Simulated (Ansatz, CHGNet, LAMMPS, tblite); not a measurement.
# Rock-salt KF, cohesive energy

Reference value: 3.85 eV/atom (measured, zero-point energy (Debye) added; as tabulated in Doll and Stoll (1997), arXiv:cond-mat/9707218).

```csv
level (code),value (eV/atom),cell (Å³/atom),error (eV/atom)
EIM (LAMMPS),3.83,18.87,-0.02
GFN1-xTB (tblite),5.64,15.46,+1.79
CHGNet-r²SCAN (CHGNet),3.61,19.18,-0.24
LDA (Ansatz),4.27,17.20,+0.42
PBE (Ansatz),3.73,19.91,-0.12
r²SCAN (Ansatz),3.79,18.80,-0.06
PBE0 (Ansatz),3.60,19.32,-0.25
```

Leaving aside EIM, GFN1-xTB, CHGNet-r²SCAN, which can be fitted to such values or carry a doubt: Of these levels r²SCAN (-0.06 eV/atom) comes nearest. Farthest off: LDA (+0.42 eV/atom). Of these only r²SCAN lands within 0.1 eV/atom.

GFN1-xTB: the free atoms are run in the same model without spin. GFN1-xTB: the method was fitted mainly to molecules. GFN1-xTB: the run uses a supercell at the zone centre in place of a k mesh. CHGNet-r²SCAN: free atoms can lie outside what these potentials were trained on. Each level is taken at its own relaxed cell. Cutoffs and k meshes differ between the levels. Ansatz's density-functional and Hartree–Fock values are scalar-relativistic unless marked +SOC, with PAW data made under PBE.

Empirical potentials (EIM) are fitted to chosen data, which need not cover the solid at hand: agreement can be built in, and what lay outside the fit can be far off. Machine-learned potentials (CHGNet-r²SCAN) are trained on DFT data, which may include these solids.

Differences are worked out from the printed values.

Ansatz is an electronic-structure program.
